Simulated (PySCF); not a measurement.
C4H4S, SMILES c1sccc1.

Geometry: PBE0-D3(BJ)/def2-SVP.

Calculation: CAM-B3LYP/def2-TZVP (PySCF).

Symmetry labels are those of the subgroup C2v that the program uses (full group C2v).

Computed valence orbital energies around the gap with their symmetry:
| orbital | symmetry | energy (eV) |
|---|---|---|
| HOMO−7 | A1 | -16.00 |
| HOMO−6 | B2 | -13.04 |
| HOMO−5 | A1 | -12.52 |
| HOMO−4 | B1 | -12.35 |
| HOMO−3 | B2 | -12.26 |
| HOMO−2 | A1 | -11.08 |
| HOMO−1 | B1 | -8.45 |
| HOMO | A2 | -8.11 |
| LUMO | B1 | 0.67 |
| LUMO+1 | B2 | 2.08 |
| LUMO+2 | A2 | 2.56 |
| LUMO+3 | A1 | 2.57 |
